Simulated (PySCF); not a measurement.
XPS shifts beside NMR shieldings

Species: C₅H₄P (charge -1).
Atom-mapped SMILES: `[CH:1]#[C:2][CH2:3][P-:4][C:5]#[CH:6]`

Binding energies: PySCF 2.14.0, delta-SCF UKS SCAN, pcX-2 on the ionised atom, pcseg-1 elsewhere, spin-free X2C. Shieldings: GIAO PBE0/pcSseg-1, non-relativistic, same geometry.

```csv
atom,C 1s (eV)
C1,285.20
C3,286.28
C5,284.72
C6,283.94
```

Problem. What are the absolute isotropic shieldings of these atoms?

Solution. 
| atom | environment | C 1s (eV) | isotropic shielding (ppm) |
| --- | --- | --- | --- |
| C6 | terminal alkyne carbon | 283.94 | 88.7 |
| C5 | alkyne carbon | 284.72 | 67.9 |
| C1 | terminal alkyne carbon | 285.20 | 122.7 |
| C3 | sp3 carbon bound to phosphorus | 286.28 | 170.0 |

Problem. Among the listed atoms, is the one with the highest binding energy also the least shielded?

Solution. No. The highest binding energy is at C3 (286.28 eV, shielding 170.0 ppm), the lowest shielding at C5 (67.9 ppm, 284.72 eV).

By binding energy: C6 < C5 < C1 < C3. By shielding: C5 < C6 < C1 < C3.

The unrestricted hole states depart most from a pure doublet (⟨S²⟩ = 0.75; over 0.85 named) for C 1s of C1 (0.86), which makes this value less certain. The species carries charge -1, so core ionisation leaves a neutral species. The basis sets have no added diffuse functions. One conformer (not necessarily the lowest) at the GFN2-xTB geometry, without solvent, vibrations or thermal averaging.

Shape of the structure used: `[CH:1]#[C:2][CH2:3][P-:4][C:5]#[CH:6]`: C2–C3–P4–C5 -72°.
